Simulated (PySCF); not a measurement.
cyclobutane: full NMR table

- Formula: C4H8
- SMILES: C1CCC1
- Point group of the computed structure: D2d
- Degrees of unsaturation: 1
- Carbon signals: 1
- Proton signals: 1

Mapped SMILES: `[CH2:1]1[CH2:2][CH2:3][CH2:4]1` (H(Xn): hydrogen on atom n).

Theory: geometry from PBE0-D3(BJ)/def2-SVP, J couplings at B3LYP/pcJ-1 (without the spin–dipole term), GIAO KT2/pcSseg-2 shieldings, in PySCF 2.14 (non-relativistic, gas phase, one conformer, rapidly exchanging positions averaged).

References, each an isolated molecule treated in the same way: 1H (31.18 ppm), 13C (182.28 ppm) vs TMS.

```tsv
carbon	δC, type	δH (multiplicity, J in Hz)	HMBC from (abs. J ≥ 3 Hz)	span of the C tensor (ppm)
C1/C2/C3/C4	27.9, CH2	2.12 (s)	H(C1)/H(C2)/H(C3)/H(C4)	35
```

Selected couplings (Hz, signed; the shortest-range and largest first, 30 at most; isotopes 13C, 1H): 1J(C1,H(C1)) 140.2.

Carbon types of the structure: 4 × CH2, which accounts for all hydrogens. δC 27.9: sp3 CH2 in a ring; aliphatic region, no heteroatom directly attached. δH 2.12: hydrogen on an sp3 CH2 in a ring.

Shifts are as computed. Against solution values, carbons near 30 ppm lie about +3 ppm off and those near 130 ppm about -1 ppm. Of 1211 compounds with measured shifts, 218 miss one by over three times the rms of a fit or turn the order of signals round; such compounds aren't used in these exercises.
